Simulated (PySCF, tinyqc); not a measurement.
Inside a calculation. Method: CIS on RHF in the sto-6g basis, frozen core, for OH-, spin multiplicity 1. The basis has no diffuse functions, so it cannot describe the extra electron: this is an exercise in the method, not the real anion. The lowest restricted solution is unstable here: a spin-polarised one lies 0.0003 hartree lower (PySCF). Computed by tinyqc, a small Python program that keeps every step (integrals from PySCF). Settings: charge = -1, multiplicity = 1, basis = sto-6g, method = RHF, frozen orbitals = 1, energy threshold = 1e-10, iteration cap = 90, orthogonalisation = symmetric, start = atomic densities, DIIS depth = 6. Command: `OMP_NUM_THREADS=1 python tinyqc.py 25682 25683 out.jsonl` (the two numbers bound the seeds that draw the settings). One thread of a shared host (Intel(R) Xeon(R) Processor @ 2.60GHz), about 0.1 s of CPU time with the checks. The early iterations of the SCF are left out here.

## One-electron integrals

Geometry (angstrom):
```
atom        x        y        z
O     0.00000  0.00000  0.00000
H     0.00000  0.00000  1.48900
```

Basis sto-6g: exponents (1/bohr^2) and contraction coefficients of normalised primitives:
```
element  l (shell)    exponent  coefficient
O            s (1)  1355.58423      0.00916
O            s (1)   248.54489      0.04936
O            s (1)    69.53390      0.16854
O            s (1)    23.88677      0.37056
O            s (1)     9.27593      0.41649
O            s (1)     3.82034      0.13033
O            s (2)    52.18776     -0.01325
O            s (2)    10.32932     -0.04699
O            s (2)     3.21034     -0.03379
O            s (2)     1.23514      0.25024
O            s (2)     0.53642      0.59512
O            s (2)     0.24588      0.24071
O            p (3)    52.18776      0.00376
O            p (3)    10.32932      0.03768
O            p (3)     3.21034      0.17390
O            p (3)     1.23514      0.41804
O            p (3)     0.53642      0.42586
O            p (3)     0.24588      0.10171
H            s (1)    35.52322      0.00916
H            s (1)     6.51314      0.04936
H            s (1)     1.82214      0.16854
H            s (1)     0.62596      0.37056
H            s (1)     0.24308      0.41649
H            s (1)     0.10011      0.13033
```

Overlap, kinetic and nuclear-attraction integrals over the contracted functions; the nuclear repulsion is the sum of Za Zb / Rab.

nuclear repulsion = 2.8431281 hartree

overlap S:
```
          1O 1s    1O 2s   1O 2px   1O 2py   1O 2pz    2H 1s
1O 1s   1.00000  0.23114  0.00000  0.00000  0.00000  0.01622
1O 2s   0.23114  1.00000  0.00000  0.00000  0.00000  0.20587
1O 2px  0.00000  0.00000  1.00000  0.00000  0.00000  0.00000
1O 2py  0.00000  0.00000  0.00000  1.00000  0.00000  0.00000
1O 2pz  0.00000  0.00000  0.00000  0.00000  1.00000  0.20077
2H 1s   0.01622  0.20587  0.00000  0.00000  0.20077  1.00000
```

kinetic energy T (hartree):
```
           1O 1s     1O 2s   1O 2px   1O 2py   1O 2pz     2H 1s
1O 1s   29.32720  -0.89602  0.00000  0.00000  0.00000  -0.00508
1O 2s   -0.89602   0.84262  0.00000  0.00000  0.00000  -0.00537
1O 2px   0.00000   0.00000  2.53131  0.00000  0.00000   0.00000
1O 2py   0.00000   0.00000  0.00000  2.53131  0.00000   0.00000
1O 2pz   0.00000   0.00000  0.00000  0.00000  2.53131   0.03927
2H 1s   -0.00508  -0.00537  0.00000  0.00000  0.03927   0.76852
```

nuclear attraction V (hartree):
```
            1O 1s     1O 2s    1O 2px    1O 2py    1O 2pz     2H 1s
1O 1s   -61.61371  -6.23343   0.00000   0.00000  -0.00679  -0.49856
1O 2s    -6.23343  -9.35558   0.00000   0.00000  -0.08076  -1.32542
1O 2px    0.00000   0.00000  -9.34204   0.00000   0.00000   0.00000
1O 2py    0.00000   0.00000   0.00000  -9.34204   0.00000   0.00000
1O 2pz   -0.00679  -0.08076   0.00000   0.00000  -9.38146  -1.12953
2H 1s    -0.49856  -1.32542   0.00000   0.00000  -1.12953  -4.07079
```

core Hamiltonian H = T + V (hartree):
```
            1O 1s     1O 2s    1O 2px    1O 2py    1O 2pz     2H 1s
1O 1s   -32.28651  -7.12945   0.00000   0.00000  -0.00679  -0.50364
1O 2s    -7.12945  -8.51296   0.00000   0.00000  -0.08076  -1.33079
1O 2px    0.00000   0.00000  -6.81073   0.00000   0.00000   0.00000
1O 2py    0.00000   0.00000   0.00000  -6.81073   0.00000   0.00000
1O 2pz   -0.00679  -0.08076   0.00000   0.00000  -6.85016  -1.09026
2H 1s    -0.50364  -1.33079   0.00000   0.00000  -1.09026  -3.30227
```

## Two-electron integrals

Functions are numbered as in S; the eight-fold symmetry (ij|kl) = (ji|kl) = (kl|ij) leaves the list below.

Two-electron integrals (ij|kl) in chemists' order, unique and non-zero (hartree):
```
(11|11) 4.78749   (21|11) 0.67588   (21|21) 0.12150   (22|11) 1.11738
(22|21) 0.24921   (22|22) 0.81738   (31|31) 0.02576   (32|31) 0.03914
(32|32) 0.18066   (33|11) 1.11738   (33|21) 0.24921   (33|22) 0.81738
(33|33) 0.88066   (41|41) 0.02576   (42|41) 0.03914   (42|42) 0.18066
(43|43) 0.04746   (44|11) 1.11738   (44|21) 0.24921   (44|22) 0.81738
(44|33) 0.78574   (44|44) 0.88066   (51|51) 0.02576   (52|51) 0.03914
(52|52) 0.18066   (53|53) 0.04746   (54|54) 0.04746   (55|11) 1.11738
(55|21) 0.24921   (55|22) 0.81738   (55|33) 0.78574   (55|44) 0.78574
(55|55) 0.88066   (61|11) 0.05028   (61|21) 0.00868   (61|22) 0.01746
(61|33) 0.01743   (61|44) 0.01743   (61|51) 0.00042   (61|52) 0.00084
(61|55) 0.01753   (61|61) 0.00063   (62|11) 0.14962   (62|21) 0.03397
(62|22) 0.12702   (62|33) 0.12480   (62|44) 0.12480   (62|51) 0.00272
(62|52) 0.02177   (62|55) 0.13144   (62|61) 0.00245   (62|62) 0.02711
(63|31) 0.00339   (63|32) 0.02027   (63|53) 0.00429   (63|63) 0.00340
(64|41) 0.00339   (64|42) 0.02027   (64|54) 0.00429   (64|64) 0.00340
(65|11) 0.12157   (65|21) 0.02794   (65|22) 0.11114   (65|33) 0.10657
(65|44) 0.10657   (65|51) 0.00522   (65|52) 0.03722   (65|55) 0.12028
(65|61) 0.00209   (65|62) 0.02878   (65|65) 0.03346   (66|11) 0.35384
(66|21) 0.08174   (66|22) 0.35069   (66|33) 0.33995   (66|44) 0.33995
(66|51) 0.00655   (66|52) 0.07476   (66|55) 0.37218   (66|61) 0.00591
(66|62) 0.10569   (66|65) 0.12692   (66|66) 0.77500
```

## Orthogonalisation

S = U s U^T; symmetric (Loewdin) form X = U s^(-1/2) U^T, so that X^T S X = 1.

eigenvalues of S: 0.66434  0.85686  1.00000  1.00000  1.12764  1.35116

X:
```
           1O 1s     1O 2s   1O 2px   1O 2py    1O 2pz     2H 1s
1O 1s    1.02113  -0.12170  0.00000  0.00000  -0.00198   0.01093
1O 2s   -0.12170   1.03865  0.00000  0.00000   0.01693  -0.11096
1O 2px   0.00000   0.00000  1.00000  0.00000   0.00000   0.00000
1O 2py   0.00000   0.00000  0.00000  1.00000   0.00000   0.00000
1O 2pz  -0.00198   0.01693  0.00000  0.00000   1.01610  -0.10599
2H 1s    0.01093  -0.11096  0.00000  0.00000  -0.10599   1.03330
```

## Iteration 7 (converged): orbitals

converged F (hartree):
```
            1O 1s     1O 2s   1O 2px   1O 2py    1O 2pz     2H 1s
1O 1s   -19.84948  -4.81677  0.00000  0.00000  -0.01015  -0.34248
1O 2s    -4.81677  -1.75185  0.00000  0.00000   0.03423  -0.29515
1O 2px    0.00000   0.00000  0.12453  0.00000   0.00000   0.00000
1O 2py    0.00000   0.00000  0.00000  0.12453   0.00000   0.00000
1O 2pz   -0.01015   0.03423  0.00000  0.00000   0.56184  -0.21469
2H 1s    -0.34248  -0.29515  0.00000  0.00000  -0.21469   0.15070
```

Diagonalise F' = X^T F X, C = X C', fill 5 alpha and 5 beta electrons from the bottom; D = 2 C_occ C_occ^T. Each column has its largest component positive (the first on a tie).

F' = X^T F X (hartree):
```
           1         2        3        4         5         6
1  -19.53280  -2.46059  0.00000  0.00000  -0.02589  -0.01283
2   -2.46059  -0.90333  0.00000  0.00000   0.08623  -0.19686
3    0.00000   0.00000  0.12453  0.00000   0.00000   0.00000
4    0.00000   0.00000  0.00000  0.12453   0.00000   0.00000
5   -0.02589   0.08623  0.00000  0.00000   0.62990  -0.31464
6   -0.01283  -0.19686  0.00000  0.00000  -0.31464   0.26276
```

orbital energies (hartree): MO1 -19.85240, MO2 -0.62631, MO3 0.10308, MO4 0.12453, MO5 0.12453, MO6 0.83216

coefficients C:
```
             MO1       MO2       MO3       MO4      MO5       MO6
1O 1s    0.99697  -0.24479   0.04820   0.00000  0.00000  -0.03803
1O 2s    0.01288   0.99966  -0.25821   0.00000  0.00000   0.20013
1O 2px   0.00000   0.00000   0.00000   0.99281  0.11973   0.00000
1O 2py   0.00000   0.00000   0.00000  -0.11973  0.99281   0.00000
1O 2pz   0.00076  -0.02292   0.44337   0.00000  0.00000   0.92026
2H 1s   -0.00156   0.10652   0.82448   0.00000  0.00000  -0.63267
```

D after iteration 7:
```
           1O 1s     1O 2s   1O 2px   1O 2py    1O 2pz     2H 1s
1O 1s    2.11239  -0.48860  0.00000  0.00000   0.05548   0.02421
1O 2s   -0.48860   2.13230  0.00000  0.00000  -0.27477  -0.21285
1O 2px   0.00000   0.00000  2.00000  0.00000   0.00000   0.00000
1O 2py   0.00000   0.00000  0.00000  2.00000   0.00000   0.00000
1O 2pz   0.05548  -0.27477  0.00000  0.00000   0.39421   0.72621
2H 1s    0.02421  -0.21285  0.00000  0.00000   0.72621   1.38223
```

Within a degenerate level the vectors are fixed only up to a rotation; this is one choice.

## Convergence

Stop when the energy changes by less than 1e-10 hartree and every element of the error matrix X^T (F D S - S D F) X is below 3e-06.

Course of the cycle:
```
iteration  E (hartree)     change  largest element of the error matrix
1          -79.6215605          -                             4.92e-01
2          -74.7286611   4.89e+00                             3.94e-02
3          -74.7297271  -1.07e-03                             1.32e-03
4          -74.7297286  -1.48e-06                             1.96e-04
5          -74.7297286  -2.77e-08                             1.71e-05
6          -74.7297286  -1.94e-10                             1.15e-07
7          -74.7297286  -1.42e-14                             5.00e-08
```

PySCF RHF in the same basis = -74.7297286 hartree

Converged in 7 iterations.

## Integrals over molecular orbitals

(pq|rs) = sum C_ip C_jq C_kr C_ls (ij|kl), one index at a time.

one-electron integrals over orbitals h = C^T H C (hartree):
```
           1         2         3         4         5         6
1  -32.27421   0.63402  -0.12223   0.00000   0.00000   0.09903
2    0.63402  -7.24183   0.53616   0.00000   0.00000  -0.47408
3   -0.12223   0.53616  -4.30877   0.00000   0.00000  -1.62755
4    0.00000   0.00000   0.00000  -6.81073   0.00000   0.00000
5    0.00000   0.00000   0.00000   0.00000  -6.81073   0.00000
6    0.09903  -0.47408  -1.62755   0.00000   0.00000  -5.84919
```

Two-electron integrals over orbitals (pq|rs), unique and non-zero (hartree); the lowest 1 orbital is frozen and left out:
```
(22|22) 0.77099    (32|22) -0.06907   (32|32) 0.07819    (33|22) 0.47861
(33|32) 0.03905    (33|33) 0.61008    (42|42) 0.16711    (43|42) -0.02716
(43|43) 0.01755    (44|22) 0.79123    (44|32) -0.07551   (44|33) 0.46260
(44|44) 0.88066    (52|52) 0.16711    (53|52) -0.02716   (53|53) 0.01755
(54|54) 0.04746    (55|22) 0.79123    (55|32) -0.07551   (55|33) 0.46260
(55|44) 0.78574    (55|55) 0.88066    (62|22) 0.04346    (62|32) 0.06752
(62|33) 0.00939    (62|44) 0.05111    (62|55) 0.05111    (62|62) 0.12173
(63|22) 0.19123    (63|32) -0.07644   (63|33) -0.06674   (63|44) 0.19471
(63|55) 0.19471    (63|62) 0.00347    (63|63) 0.18699    (64|42) 0.02035
(64|43) 0.01747    (64|64) 0.03827    (65|52) 0.02035    (65|53) 0.01747
(65|65) 0.03827    (66|22) 0.68461    (66|32) -0.01324   (66|33) 0.55422
(66|44) 0.67720    (66|55) 0.67720    (66|62) 0.06038    (66|63) 0.11019
(66|66) 0.70091
```

## CIS matrix, singlets

A(ia,jb) = (e_a - e_i) d_ij d_ab + 2 (ia|jb) - (ij|ab).

CIS matrix A, singlet (hartree):
```
         2>6      3>6      4>6      5>6
2>6  1.01732  0.02019  0.00000  0.00000
3>6  0.02019  0.54883  0.00000  0.00000
4>6  0.00000  0.00000  0.10697  0.00000
5>6  0.00000  0.00000  0.00000  0.10697
```

## CIS singlet states

dipole integrals <i|r|a> (bohr):
```
           x         y         z
2>6  0.00000   0.00000   0.28678
3>6  0.00000   0.00000  -1.31525
4>6  0.04163  -0.00502   0.00000
5>6  0.00502   0.04163   0.00000
```

Diagonalise A (1 hartree = 27.211386 eV); each vector has its largest component positive (the first on a tie). The transition dipole is mu = sqrt2 sum c_ia <i|r|a>.

singlet excitation energies (eV): 2.91076  2.91076  14.91070  27.70641

lowest vectors:
```
      state 1  state 2   state 3  state 4
2>6   0.00000  0.00000  -0.04298  0.99908
3>6   0.00000  0.00000   0.99908  0.04298
4>6  -0.05611  0.99842   0.00000  0.00000
5>6   0.99842  0.05611   0.00000  0.00000
```

oscillator strengths 2/3 w |mu|^2: 0.00025  0.00025  1.28533  0.07181

Within a degenerate level the vectors are fixed only up to a rotation; this is one choice.

## CIS matrix, triplets

A(ia,jb) = (e_a - e_i) d_ij d_ab - (ij|ab).

CIS matrix A, triplet (hartree):
```
         2>6      3>6      4>6      5>6
2>6  0.77386  0.01324  0.00000  0.00000
3>6  0.01324  0.17486  0.00000  0.00000
4>6  0.00000  0.00000  0.03043  0.00000
5>6  0.00000  0.00000  0.00000  0.03043
```

## CIS triplet states

Diagonalise A (1 hartree = 27.211386 eV); each vector has its largest component positive (the first on a tie).

triplet excitation energies (eV): 0.82811  0.82811  4.75010  21.06584

lowest vectors:
```
      state 1  state 2   state 3  state 4
2>6   0.00000  0.00000  -0.02210  0.99976
3>6   0.00000  0.00000   0.99976  0.02210
4>6  -0.17803  0.98403   0.00000  0.00000
5>6   0.98403  0.17803   0.00000  0.00000
```

Within a degenerate level the vectors are fixed only up to a rotation; this is one choice.
